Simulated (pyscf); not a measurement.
One elimination on the singlet surface with elements of a group swapped. CCSD(T)/def2-TZVPP + ΔMP2(QZVPP), kcal/mol, from the reactant's lowest minimum found. Optimised with ωB97X-D3(BJ)/def2-SVP in PySCF. Correlated levels are frozen-core, on RHF or UHF. ΔMP2 is the change of the MP2 total energy from the triple- to the quadruple-zeta basis.

```tsv
step	barrier	reaction energy	imaginary mode (i cm⁻¹)
`[SH][SiH2][SH]` -> `[SiH2]=[S]` + `[SH2]`	…	…	853
`[SeH][SiH2][SeH]` -> `[SiH2]=[Se]` + `[SeH2]`	36.2	+38.9	730
```

Q: Some entries are withheld; supply them.

A: 
- `[SH][SiH2][SH]` -> `[SiH2]=[S]` + `[SH2]`, barrier: 39.0
- `[SH][SiH2][SH]` -> `[SiH2]=[S]` + `[SH2]`, reaction energy: +41.5

Row 1: On the product side the descent ends in an adduct with a S–Si contact, 13.5 kcal/mol under the separated species and 6.3 kcal/mol under the saddle at ωB97X-D3(BJ)/def2-TZVP. Row 2: On the product side the descent ends in an adduct with a Se–Si contact, 13.4 kcal/mol under the separated species and 5.8 kcal/mol under the saddle at ωB97X-D3(BJ)/def2-TZVP. Each row is the saddle that its search found. The CCSD(T) − MP2 part came from Ansatz, without density fitting, on the same reference. The frozen core leaves the outer d or s,p core shells of the metals and heavy elements correlated in the MP2 and CC values, and def2-TZVPP describes them poorly, which can shift differences by a few kcal/mol. Elements up to Kr have no core potential and no relativistic terms here.
